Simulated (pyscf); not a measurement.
# Routes from F–CH(F)–Cl + F–C:–F [singlet]

Candidate steps break at most two bonds and form at most two. Each was searched with GFN2-xTB (tblite) first. PySCF, gas phase, ωB97X-D3(BJ)/def2-SVP geometries. Energies: ωB97M-D3(BJ)/def2-TZVP, eV, from the separated reactants, singlet surface; ΔG‡ with ideal gas, 1 atm, RRHO with modes under 100 cm⁻¹ raised to 100, one conformer, R ln 2 for chiral ones without a mode under 150 cm⁻¹.

```tsv
products	type	ΔE‡	ΔE	ΔG‡ 298 K	ΔG‡ 900 K	ν‡ (cm⁻¹)
F–CH(F)–C(F)(F)–Cl	insertion	1.71	-2.34	2.20	3.20	1338i
F–CH(Cl)–C(F)(F)–F	insertion	2.49	-2.56	3.00	4.02	779i
```

Plain bond fissions and candidates not yet searched are not listed, and one of them may be faster. Each barrier is that of the saddle found; lower ones may exist. A restricted solution here is unstable towards spin polarisation, so biradical character is likely and single-reference numbers are less safe.
